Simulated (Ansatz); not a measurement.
in.yaml

```yaml
crystal:
  periodic: [false, false, false]
  atoms:
    - {symbol: Al, position_ang: [-0.016940, -0.123901, 1.672180]}
    - {symbol: O, position_ang: [-0.017773, 0.026186, -0.022024]}
    - {symbol: Al, position_ang: [0.030191, 0.062542, -1.752281]}
    - {symbol: H, position_ang: [-0.072586, 1.226851, 2.493815]}
basis:
  gaussian: {orbitals: cc-pVDZ}
magnetization: {spin_polarized: false, initial_magnetization: 3}
correlation: {method: bccd_t, electrons: outside_noble_gas}
```

```sh
$ ansatz run in.yaml --threads 1 --pin off --events-out ev --progress --plain --max-ram 2393MiB
```

The program prints:

```
533 factors; integrals over basis functions are off by at most 1.0e-3 eV
mean field evaluation 1: about -15210.6210 eV, gradient 4.1e1 eV
mean field evaluation 2: about -15210.6268 eV, gradient 4.1e1 eV
mean field evaluation 4: about -15214.4156 eV, gradient 1.3e1 eV
mean field evaluation 8: about -15218.2771 eV, gradient 1.5e0 eV
mean field evaluation 16: about -15218.2943 eV, gradient 1.9e-6 eV
mean field evaluation 32: about -15218.2560 eV, gradient 6.2e-3 eV
mean field evaluation 64: about -15218.2923 eV, gradient 7.1e-2 eV
mean field evaluation 96: about -15215.2984 eV, gradient 2.2e-2 eV
mean field evaluation 128: about -15215.1478 eV, gradient 3.9e0 eV
mean field evaluation 160: about -15218.2560 eV, gradient 6.1e-4 eV
...
mean field evaluation 864: about -15214.7040 eV, gradient 3.2e0 eV
determinant -15218.29433313 eV, -559.2620014120 hartree, with singles and doubles -15225.62811160 eV, -559.5315127997 hartree
determinant -15218.25603948 eV, -559.2605941464 hartree, with singles and doubles -15225.56252108 eV, -559.5291023929 hartree
determinant -15215.61179369 eV, -559.1634199059 hartree, with singles and doubles -15223.38665946 eV, -559.4491409532 hartree
determinant -15215.34915271 eV, -559.1537680279 hartree, with singles and doubles -15222.97419987 eV, -559.4339833428 hartree
determinant -15215.29842546 eV, -559.1519038360 hartree, with singles and doubles -15222.40096990 eV, -559.4129175297 hartree
determinant -15214.93764563 eV, -559.1386454217 hartree, with singles and doubles -15222.09972048 eV, -559.4018468178 hartree
determinant -15218.29433313 eV, -559.2620014120 hartree, with singles and doubles -15225.62998277 eV, -559.5315815641 hartree
determinant -15218.25603948 eV, -559.2605941464 hartree, with singles and doubles -15225.56429474 eV, -559.5291675737 hartree
11 core orbitals not correlated: weight in the atoms' cores, before any rotation towards them, 1.000 or more for the frozen orbitals, at most 0.000 for the correlated occupied ones
reference -15218.29433313 eV, -559.2620014120 hartree; 8, 5 occupied and 36, 39 virtual orbitals, 533 factors
second order -6.89862168 eV of doubles, -0.02505868 eV of singles
cycle   1  -7.29439054 eV  change    4.1e-2 eV  update   1.8e-2
cycle   2  -7.30262541 eV  change   -8.2e-3 eV  update   6.5e-3
cycle   3  -7.30459979 eV  change   -2.0e-3 eV  update   2.1e-3
cycle   4  -7.30225761 eV  change    2.3e-3 eV  update   7.2e-4
cycle   5  -7.30242575 eV  change   -1.7e-4 eV  update   4.1e-4
cycle   6  -7.30266149 eV  change   -2.4e-4 eV  update   1.4e-4
cycle   7  -7.30265281 eV  change    8.7e-6 eV  update   6.7e-5
cycle   8  -7.30265618 eV  change   -3.4e-6 eV  update   2.9e-5
cycle   9  -7.30266808 eV  change   -1.2e-5 eV  update   1.3e-5
perturbative correction -0.24385038 eV, -0.0089613362 hartree
Total energy: -15225.84085158 eV, -559.5393308501 hartree
```

For the same geometry and basis UCCSDT(Q) lies 44.4 meV lower.

Ran on 1 thread of Arm Neoverse V2, shared host: 14 s wall, 0.17 GiB peak host memory.
